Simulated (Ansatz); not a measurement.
```yaml
crystal:
  periodic: [false, false, false]
  atoms:
    - {symbol: P, position_ang: [-1.536088, -0.126085, -0.001578]}
    - {symbol: O, position_ang: [-0.030316, 0.499924, 0.004166]}
    - {symbol: S, position_ang: [1.498939, -0.127652, -0.000554]}
basis:
  gaussian: {orbitals: def2-TZVP}
magnetization: {spin_polarized: true, initial_magnetization: 3}
hamiltonian: {xc: pbe0}
relax: {f_tol: 0.004, max_steps: 80}
```

```sh
$ ansatz run in.yaml --threads 1 --pin off --events-out ev --progress --plain --max-ram 2176MiB
```

Steps of the relaxation (energy above the last step; positions in Å, forces in eV/Å):

```
3
step 1, 135.4 meV
P    -1.536   -0.126   -0.002   -0.337   -0.491   -0.004
O    -0.030    0.500    0.004    0.965    0.579    0.005
S     1.499   -0.128   -0.001   -0.628   -0.088   -0.001
```

```
3
step 2, 107.4 meV
P    -1.524   -0.138   -0.002   -0.250   -0.430   -0.004
O    -0.026    0.522    0.004    0.670    0.564    0.005
S     1.483   -0.137   -0.001   -0.420   -0.134   -0.001
```

```
3
step 3, 22.7 meV
P    -1.423   -0.239   -0.002    0.504    0.287    0.003
O    -0.013    0.716    0.006    0.287   -0.774   -0.006
S     1.369   -0.231   -0.001   -0.791    0.487    0.004
```

```
3
step 6, 0.0 meV
P    -1.400   -0.237   -0.002    0.000    0.000    0.000
O    -0.008    0.710    0.006   -0.002    0.002    0.000
S     1.340   -0.227   -0.001    0.002   -0.001    0.000
```

Close pairs at the end: O2–S3 1.641 Å, P1–O2 1.684 Å, P1–S3 2.739 Å.

A stationary point of unrestricted PBE0 after 6 steps, with ⟨S²⟩ = 3.764 against 3.75 for a pure state; no frequencies were run, so it isn't proven a minimum. 62 s on 1 thread of Intel Xeon Platinum 8259CL, shared host.
